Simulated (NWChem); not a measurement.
System: hydrogen cyanide (CHN); SMILES C#N

Here is an NWChem input.

```
start job
memory heap 200 mb stack 900 mb global 1100 mb
geometry units angstroms
  C      0.000000     0.000000    -0.492458
  N      0.000000     0.000000     0.653160
  H      0.000000     0.000000    -1.561126
end
basis spherical
  * library 3-21g
end
dft
  xc b3lyp
  iterations 150
end
driver
  maxiter 120
end
task dft optimize
task dft freq
```

Excerpt of the output:

```
             Northwest Computational Chemistry Package (NWChem) 7.3.0
             --------------------------------------------------------

 ORDER OF PRIMARY AXIS IS BEING SET TO 4
 C4V symmetry detected

 AUTOZ failed to generate good internal coordinates.
 Cartesian coordinates will be used in optimizations.

                             Geometry "geometry" -> ""
                             -------------------------

 Output coordinates in angstroms (scale by  1.889725989 to convert to a.u.)

  No.       Tag          Charge          X              Y              Z
 ---- ---------------- ---------- -------------- -------------- --------------
    1 C                    6.0000     0.00000000     0.00000000    -0.49647557
    2 N                    7.0000     0.00000000     0.00000000     0.64914243
    3 H                    1.0000     0.00000000     0.00000000    -1.56514357

 Effective nuclear repulsion energy (a.u.)      24.0443276886

      Symmetry information
      --------------------

 Group name             C4v
 Group number             18
 Group order               8
 No. of unique centers     3

                           NWChem Geometry Optimization
                           ----------------------------

 maximum gradient threshold         (gmax) =   0.000450
 rms gradient threshold             (grms) =   0.000300
 maximum cartesian step threshold   (xmax) =   0.001800
 rms cartesian step threshold       (xrms) =   0.001200
 fixed trust radius                (trust) =   0.300000
 source of zmatrix                         =

          -------------------
          Energy Minimization
          -------------------

 Using diagonal initial Hessian

          --------
          Step   0

                                 NWChem DFT Module
                                 -----------------

 Summary of "ao basis" -> "ao basis" (spherical)
 ------------------------------------------------------------------------------
       Tag                 Description            Shells   Functions and Types
 ---------------- ------------------------------  ------  ---------------------
 C                           3-21g                   5        9   3s2p
 N                           3-21g                   5        9   3s2p
 H                           3-21g                   2        2   2s

      Symmetry analysis of basis
      --------------------------

        a1         12
        a2          0
        b1          0
        b2          0
        e           8

            General Information
            -------------------
          SCF calculation type: DFT
          Wavefunction type:  closed shell.
          No. of atoms     :     3
          No. of electrons :    14
           Alpha electrons :     7
            Beta electrons :     7
          Charge           :     0
          Spin multiplicity:     1
          Use of symmetry is: on ; symmetry adaption is: on
          Maximum number of iterations: 150
          AO basis - number of functions:    20
                     number of shells:    12
          Convergence on energy requested:  1.00D-06
          Convergence on density requested:  1.00D-05
          Convergence on gradient requested:  5.00D-04

              XC Information
              --------------
                         B3LYP Method XC Potential
                     Hartree-Fock (Exact) Exchange  0.200
                        Slater Exchange Functional  0.800 local
                    Becke 1988 Exchange Functional  0.720 non-local
              Lee-Yang-Parr Correlation Functional  0.810
                  VWN I RPA Correlation Functional  0.190 local

             Grid Information
             ----------------
          Grid used for XC integration:  medium
          Radial quadrature: Mura-Knowles
          Angular quadrature: Lebedev.
          Tag              B.-S. Rad. Rad. Pts. Rad. Cut. Ang. Pts.
          ---              ---------- --------- --------- ---------
          C                   0.70       49           5.0       434
          N                   0.65       49           7.0       434
          H                   0.35       45           6.0       434
          Grid pruning is: on
          Number of quadrature shells:   143
          Spatial weights used:  Erf1

      Superposition of Atomic Density Guess
      -------------------------------------

 Sum of atomic energies:         -91.97332266

      Non-variational initial energy
      ------------------------------

 Total energy =     -92.629201
 1-e energy   =    -171.236552
 2-e energy   =      54.563023
 HOMO         =      -0.429903
 LUMO         =       0.079042

      Symmetry analysis of molecular orbitals - initial
      -------------------------------------------------

  Numbering of irreducible representations:

     1 a1          2 a2          3 b1          4 b2          5 e

  Orbital symmetries:

     1 a1          2 a1          3 a1          4 a1          5 a1
     6 e           7 e           8 e           9 e          10 a1
    11 a1         12 e          13 e          14 a1         15 a1
    16 e          17 e

[...]

      ----------------------
      Optimization converged
      ----------------------

  Step       Energy      Delta E   Gmax     Grms     Xrms     Xmax
  ---- ---------------- -------- -------- -------- -------- --------
@    2     -92.90762956 -2.0D-07  0.00004  0.00002  0.00023  0.00048
                                     ok       ok       ok       ok

                         Geometry "geometry" -> "geometry"
                         ---------------------------------

 Output coordinates in angstroms (scale by  1.889725989 to convert to a.u.)

  No.       Tag          Charge          X              Y              Z
 ---- ---------------- ---------- -------------- -------------- --------------
    1 C                    6.0000     0.00000000     0.00000000    -0.50327760
    2 N                    7.0000     0.00000000     0.00000000     0.65769895
    3 H                    1.0000     0.00000000     0.00000000    -1.56689806

 Effective nuclear repulsion energy (a.u.)      23.7940255323

      Symmetry information
      --------------------

 Group name             C4v
 Group number             18
 Group order               8
 No. of unique centers     3

 ==============================================================================
                                internuclear distances
 ------------------------------------------------------------------------------
       center one      |      center two      | atomic units |  angstroms
 ------------------------------------------------------------------------------
    2 N                |   1 C                |     2.19393  |     1.16098
    3 H                |   1 C                |     2.00995  |     1.06362
 ------------------------------------------------------------------------------
                         number of included internuclear distances:          2
 ==============================================================================

[second-derivative integrals and response iterations left out]

  Vibrational analysis via the FX method

  See chapter 2 in "Molecular Vibrations" by Wilson, Decius and Cross

  Vib: Default input used

 ---------------------------- Atom information ----------------------------
     atom    #        X              Y              Z            mass
 --------------------------------------------------------------------------
    C        1  0.0000000D+00  0.0000000D+00 -9.5105677D-01  1.2000000D+01
    N        2  0.0000000D+00  0.0000000D+00  1.2428708D+00  1.4003070D+01
    H        3  0.0000000D+00  0.0000000D+00 -2.9610080D+00  1.0078250D+00
 --------------------------------------------------------------------------

[unprojected Hessian and modes left out]

[...]

 Rotational Constants
 --------------------
 A=   0.000000 cm-1  (  0.000000 K)
 B=   1.468783 cm-1  (  2.113204 K)
 C=   1.468783 cm-1  (  2.113204 K)

 Temperature                      =   298.15K
 frequency scaling parameter      =   1.0000

 Linear Molecule

 Zero-Point correction to Energy  =   10.679 kcal/mol  (  0.017018 au)
 Thermal correction to Energy     =   12.227 kcal/mol  (  0.019485 au)
 Thermal correction to Enthalpy   =   12.819 kcal/mol  (  0.020429 au)

 Total Entropy                    =   47.897 cal/mol-K
   - Translational                =   35.800 cal/mol-K (mol. weight =  27.0109)
   - Rotational                   =   11.817 cal/mol-K (symmetry #  =        1)
   - Vibrational                  =    0.280 cal/mol-K

 Cv (constant volume heat capacity) =    5.971 cal/mol-K
   - Translational                  =    2.979 cal/mol-K
   - Rotational                     =    1.986 cal/mol-K
   - Vibrational                    =    1.005 cal/mol-K

[normal modes left out]

 ----------------------------------------------------------------------------
 Normal Eigenvalue ||           Projected Infra Red Intensities
  Mode   [cm**-1]  || [atomic units] [(debye/angs)**2] [(KM/mol)] [arbitrary]
 ------ ---------- || -------------- ----------------- ---------- -----------
    1       -0.000 ||    0.024833           0.573        24.209       9.753
    2       -0.000 ||    0.012805           0.295        12.483       5.029
    3        0.000 ||    0.003147           0.073         3.068       1.236
    4        0.000 ||    0.015175           0.350        14.794       5.960
    5        0.000 ||    0.000000           0.000         0.000       0.000
    6      900.253 ||    0.057288           1.322        55.847      22.500
    7      900.253 ||    0.057288           1.322        55.847      22.500
    8     2175.473 ||    0.000418           0.010         0.408       0.164
    9     3497.465 ||    0.058198           1.343        56.734      22.857
 ----------------------------------------------------------------------------
```

Level: B3LYP/3-21G. B3LYP is NWChem's, with the RPA form of VWN correlation.
